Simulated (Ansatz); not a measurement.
[H···H···SiH₃], doublet: transfer scan

Starting geometry:

```yaml
atoms:
  - { symbol: H, position_ang: [-2.4285, 0.0000, 0.0000] }
  - { symbol: H, position_ang: [-1.6835, 0.0000, 0.0000] }
  - { symbol: Si, position_ang: [0.0895, 0.0000, 0.0000] }
  - { symbol: H, position_ang: [0.5395, -1.4163, 0.0000] }
  - { symbol: H, position_ang: [0.5395, 0.7081, -1.2265] }
  - { symbol: H, position_ang: [0.5395, 0.7081, 1.2265] }
```

From there H2 is moved from one fragment to the other while all else, the fragments' distance too, stays fixed; atoms are numbered as listed. Energies are in kJ/mol, counted from the starting geometry at the same level. Kohn–Sham curves are unrestricted where that lies lower.

Basis 6-31G; Ansatz 0.2.0. Correlated methods freeze the noble-gas cores.

Full CI is exact within this basis and frozen core; it isn't the basis-set limit.

```csv
distance H1-H2 (Å),wB97M-V
0.693,6.6
0.745,0.0
0.793,0.3
0.840,4.1
0.888,10.0
0.935,16.8
0.983,24.3
1.030,32.6
1.078,42.6
```

Problem. Estimate the full CI curve in 6-31G from this one, knowing how wB97M-V errs.

Solution. The computed full CI values, in kJ/mol from the starting point, and the error of wB97M-V against them:
```csv
distance H1-H2 (Å),full CI,wB97M-V less full CI
0.693,4.3,2.3
0.745,0.0,0.0
0.793,2.1,-1.8
0.840,7.2,-3.1
0.888,13.8,-3.8
0.935,20.6,-3.8
0.983,27.6,-3.3
1.030,34.9,-2.3
1.078,43.7,-1.1
```

The error spans 6.1 kJ/mol and is largest, -3.8 kJ/mol, at 0.935 Å.

In so small a basis the reference is far from its limit while semilocal and hybrid functionals are nearer theirs, so the functionals' errors here hold much of the reference's basis and frozen-core error, which can add to them or hide them.
